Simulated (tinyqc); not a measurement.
Worked calculation: extended Hueckel theory, for SiH3. One step of it, computed by the program tinyqc.

Task: Mulliken analysis. P = C n C^T; charge = valence electrons (H 1, Si 4) minus the sum of (P S)_ii on the atom; overlap population = 2 sum P_ij S_ij between two atoms.

coefficients:
```
               MO1        MO2        MO3        MO4        MO5        MO6        MO7
1Si 3s    0.627138  -0.000076   0.000000   0.044384   0.000000  -0.005266   1.241189
1Si 3px  -0.000004   0.398009   0.000000   0.000002   0.000000   1.259592   0.006074
1Si 3py   0.000000   0.000000   0.397966   0.000000   1.259204   0.000000   0.000000
1Si 3pz   0.000415  -0.000005   0.000000   0.998435   0.000000   0.000323  -0.075843
2H 1s     0.254112   0.577478   0.000000  -0.015916   0.000000  -0.933277  -0.735858
3H 1s     0.253922  -0.288943   0.500292  -0.015923  -0.810610   0.471448  -0.728799
4H 1s     0.253922  -0.288943  -0.500292  -0.015923   0.810610   0.471448  -0.728799
```

occupations: 2.000000  2.000000  2.000000  1.000000  0.000000  0.000000  0.000000

overlap S, lower triangle:
```
           1Si 3s    1Si 3px    1Si 3py    1Si 3pz     2H 1s     3H 1s     4H 1s
1Si 3s   1.000000
1Si 3px  0.000000   1.000000
1Si 3py  0.000000   0.000000   1.000000
1Si 3pz  0.000000   0.000000   0.000000   1.000000
2H 1s    0.416736   0.523059   0.000000  -0.022076  1.000000
3H 1s    0.416418  -0.261404   0.452745  -0.022050  0.039063  1.000000
4H 1s    0.416418  -0.261404  -0.452745  -0.022050  0.039063  0.039007  1.000000
```

Give: charges; Overlap populations.

Result:

charges: 1Si 0.4615, 2H -0.1537, 3H -0.1539, 4H -0.1539

Overlap populations:

| pair | value |
|---|---|
| 2-1 | 0.746561 |
| 3-1 | 0.746203 |
| 3-2 | -0.015970 |
| 4-1 | 0.746203 |
| 4-2 | -0.015970 |
| 4-3 | -0.015946 |
